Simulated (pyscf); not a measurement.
This saddle point was located with ωB97X-D3(BJ)/def2-SVP in PySCF.

```xyz
18

N     -0.7866    -2.1542     0.4913
Si    -0.3039    -0.5327     0.0627
Si     0.2566     0.7636     1.9100
Si    -2.1017     0.6206    -0.8711
Si     1.4361    -0.5533    -1.4862
H     -0.0465    -2.8407     0.6091
H     -1.4106    -2.1940     1.2955
H     -0.9874     1.8514     2.4666
H      0.8679     2.0542     1.4262
H      1.1850     0.3177     2.9797
H     -2.5303     0.0186    -2.1676
H     -3.2569     0.6101     0.0766
H     -1.7011     2.0422    -1.1040
H      2.6207    -1.2930    -0.9539
H      1.0018    -1.2009    -2.7588
H      1.8392     0.8558    -1.7713
F     -1.2325    -0.2281     2.8043
H     -1.3416     1.0284     2.7293
```

Surface: singlet, charge 0. Lowest wavenumbers (cm⁻¹): 1110i, 41, 79, 81, 87.

**Question.** What reaction is this the transition state of?

**Answer.** H₂N–Si(SiH₃)(SiH₃)–SiH₃ + hydrogen fluoride (HF) <-> H₂N–Si(SiH₃)(SiH₃)–SiH₂–F + hydrogen (H₂), a four-centre exchange read from left to right: H–Si, F–H broken and F–Si, H–H formed. At ωB97M-D3(BJ)/def2-TZVP it lies +1.25 eV from the left side and +2.29 eV from the right (each side as separated species at their lowest minima found). On the reactant side the descent ends in a complex (not fully relaxed), 0.20 eV under the separated species and 1.47 eV under the saddle at ωB97X-D3(BJ)/def2-TZVP. At the saddle there is also a short H–Si contact that neither side keeps. H₂N–Si(SiH₃)(SiH₃)–SiH₃ lies 0.55 eV over its isomer H₃Si–NH–SiH(SiH₃)–SiH₃ (electronic energy, ωB97M-D3(BJ)/def2-TZVP). One saddle was located; it need not be the lowest between these sides.
